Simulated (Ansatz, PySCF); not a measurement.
Species: thioethanol, C2H6S (charge 0, singlet). SMILES: CCS
Geometry from a B3LYP-D3(BJ)/def2-TZVP (Ansatz, a first-principles code) optimisation:
```
C
H 1 1.0895
H 1 1.0895 2 108.66
C 1 1.5216 2 110.62 3 -121.62
H 4 1.0912 1 111.13 2 -59.55
H 4 1.0912 5 108.12 1 122.21
H 4 1.0914 5 108.11 6 116.82
S 1 1.8346 2 108.91 3 118.50
H 8 1.3430 1 97.16 2 -59.17
```
Charge 0, spin multiplicity 1.


Quantity: enthalpy of formation at 298 K (from the atomisation energy, B3LYP-D3(BJ)/def2-TZVP harmonic zero-point and thermal terms from PySCF, and the atoms' enthalpies of formation in the G2/97 table; no spin-orbit terms, and no core term in the frozen-core levels), in kcal/mol. Correlated levels leave the core frozen unless marked. Open shells are spin-unrestricted. Spin-orbit coupling is left out. Non-relativistic unless marked X2C. The coupled-cluster limit lacks core correlation, which all-electron functionals hold. CBS(X,Y): correlation extrapolated as X^-3; Hartree-Fock from the larger set. [CCSD(T)-MP2]/basis is that difference in the basis named.

```json
[
 {"level": "HF/cc-pV(D+d)Z", "program": "Ansatz", "enthalpy of formation at 298 K (kcal/mol)": "192.3"},
 {"level": "SVWN5/def2-TZVPD", "program": "Ansatz", "enthalpy of formation at 298 K (kcal/mol)": "-111.8"},
 {"level": "BLYP-D4/def2-TZVPD", "program": "Ansatz + dftd4", "enthalpy of formation at 298 K (kcal/mol)": "-5.3"},
 {"level": "revPBE/def2-TZVPD", "program": "Ansatz", "enthalpy of formation at 298 K (kcal/mol)": "4.8"},
 {"level": "PBE0/def2-SVP", "program": "Ansatz", "enthalpy of formation at 298 K (kcal/mol)": "-12.6"},
 {"level": "PBE0/def2-TZVPD", "program": "Ansatz", "enthalpy of formation at 298 K (kcal/mol)": "-10.4"},
 {"level": "BHLYP/def2-TZVPD", "program": "Ansatz", "enthalpy of formation at 298 K (kcal/mol)": "10.5"},
 {"level": "M06-2X/def2-TZVPD", "program": "PySCF", "enthalpy of formation at 298 K (kcal/mol)": "-8.9"},
 {"level": "HSE06-D4/def2-TZVPD", "program": "Ansatz + dftd4", "enthalpy of formation at 298 K (kcal/mol)": "-13.5"},
 {"level": "CAM-B3LYP-D3(BJ)/def2-TZVPD", "program": "Ansatz + dftd3", "enthalpy of formation at 298 K (kcal/mol)": "-11.7"},
 {"level": "LC-wPBE-D4/def2-TZVPD", "program": "Ansatz + dftd4", "enthalpy of formation at 298 K (kcal/mol)": "-8.6"},
 {"level": "RPA@PBE/cc-pV(T+d)Z", "program": "Ansatz", "enthalpy of formation at 298 K (kcal/mol)": "34.4"},
 {"level": "MP2/aug-cc-pV(T+d)Z", "program": "Ansatz", "enthalpy of formation at 298 K (kcal/mol)": "-0.9"},
 {"level": "MP2/cc-pV(T+d)Z", "program": "Ansatz", "enthalpy of formation at 298 K (kcal/mol)": "3.3"},
 {"level": "SCS-MP2/6-31G", "program": "Ansatz", "enthalpy of formation at 298 K (kcal/mol)": "112.1"},
 {"level": "SCS-MP2/cc-pV(D+d)Z", "program": "Ansatz", "enthalpy of formation at 298 K (kcal/mol)": "41.8"},
 {"level": "SCS-MP2/aug-cc-pV(T+d)Z", "program": "Ansatz", "enthalpy of formation at 298 K (kcal/mol)": "-2.1"},
 {"level": "CCSD(T)/aug-cc-pV(D+d)Z", "program": "Ansatz", "enthalpy of formation at 298 K (kcal/mol)": "35.5"},
 {"level": "CCSD(T)/cc-pVTZ", "program": "Ansatz", "enthalpy of formation at 298 K (kcal/mol)": "8.0"},
 {"level": "X2C-CCSD(T)/cc-pVTZ-DK", "program": "Ansatz", "enthalpy of formation at 298 K (kcal/mol)": "8.7"},
 {"level": "RI-MP2/CBS(aug-cc-pV(T+d)Z,aug-cc-pV(Q+d)Z)+[CCSD(T)-MP2]/aug-cc-pV(T+d)Z", "program": "Ansatz", "enthalpy of formation at 298 K (kcal/mol)": "-11.6"}
]
```
